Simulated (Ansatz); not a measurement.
## HAlSi, triplet along the angle Si1-Al2-H3

Starting geometry (PBE0/def2-TZVP stationary point for this spin, not checked as a minimum):

```xyz
3

Si    0.0000    0.0000    2.0886
Al    0.0000    0.0000   -0.2449
H     0.0000    0.0000   -1.8437
```

From there the angle named below is changed in its plane at fixed bond lengths, both arms turning rigidly about the middle atom; atoms are numbered as listed. Energies are in eV, counted from the starting geometry at the same level.

Basis 6-31G; Ansatz 0.2.0. Only valence electrons are correlated (noble-gas cores frozen). R marks a restricted (for open shells ROHF) determinant, U an unrestricted one. Active spaces: valence = (8e, 9o) chosen from the atoms' valence shells.

Unrestricted rows (U) aren't spin-pure: their determinants' ⟨S²⟩ exceeds S(S+1) by up to 0.31, so they mix in states of higher spin. Coupled cluster chose its determinant by trial CCSD, here up to 0.11 eV above the lowest Hartree–Fock solution of its kind. Runs in a small pair space aren't shown, since their orbitals change along the scan.

Full CI is exact within this basis and frozen core; it isn't the basis-set limit. The frozen core follows each run's orbitals, which can shift R against U totals by a few meV.

```csv
angle Si1-Al2-H3 (°),full CI,unpaired electrons (full CI),error RMP2,error RCCSD,error UCCSD(T),error RCCSDT,error UCCSDT,error CASSCF (valence space)
68.6,0.535,2.12,0.194,0.034,0.006,0.004,0.002,0.046
90.0,0.508,2.20,0.376,0.046,0.019,0.005,0.004,0.002
103.4,0.345,2.21,0.170,0.036,0.022,0.005,0.004,-0.010
123.0,0.139,2.17,0.108,0.030,0.018,0.003,0.003,-0.007
137.7,0.051,2.13,0.065,0.024,0.013,0.002,0.002,-0.002
161.8,0.003,2.08,0.014,0.007,0.003,0.000,0.000,0.001
180.0,0.000,2.07,0.000,0.000,0.000,0.000,0.000,0.000
```

Unpaired electrons are Σ n²(2−n)² over natural occupations. Errors are those of relative energies. In total energy the starting point itself misses full CI by: RMP2 0.711, RCCSD 0.110, UCCSD(T) 0.036, RCCSDT 0.007, UCCSDT 0.007, CASSCF (valence space) 0.677 eV.

Spread of the error over the points with a reference, to 180.0 ° (largest less smallest): UCCSDT 0.004, RCCSDT 0.005, UCCSD(T) 0.022, RCCSD 0.046, CASSCF (valence space) 0.056, RMP2 0.376 eV.
